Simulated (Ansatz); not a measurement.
We consider 2H MoTe2, described by PBE (Ansatz, a program for electronic structure, PAW).

Settings: plane-wave cutoff 520 eV, 12×12×4 k mesh (along the axes of the cell as run), no spin polarisation, scalar-relativistic PAW data made under PBE.

Cell (measured lattice):

MoTe$_{2}$ is modelled in the hexagonal space group P6₃/mmc (No. 194), Pearson symbol hP6. Conventional cell: a = b = 3.518 Å, c = 13.974 Å, α = β = 90.00°, γ = 120.00°. Te on 4f sees 3 Mo at 2.724 Å (trigonal pyramidal). Mo on 2c sees 6 Te at 2.724 Å (trigonal prismatic). (Neighbours: up to the widest gap in distance over summed covalent radii, below 1.35, at either atom; cation-cation and far metal-metal contacts left out.)

Problem. What does this level give for the elastic constant C44, Voigt–Reuss–Hill bulk modulus, Young modulus, elastic constant C12, elastic constant C11, elastic constant C13, elastic constant C33 and elastic constant C66?

Solution. 
* **elastic constant C44**: 21.9 GPa
* **Voigt–Reuss–Hill bulk modulus**: 43.9 GPa
* **Young modulus**: 77.8 GPa
* **elastic constant C12**: 33.4 GPa
* **elastic constant C11**: 131 GPa
* **elastic constant C13**: 15.4 GPa
* **elastic constant C33**: 51.5 GPa
* **elastic constant C66**: 48.7 GPa

Note: the cell isn't this level's own, so it is under some stress, which shifts stiffness and frequencies.

Elastic constants are with the ions relaxed.

Spin–orbit coupling is not included.
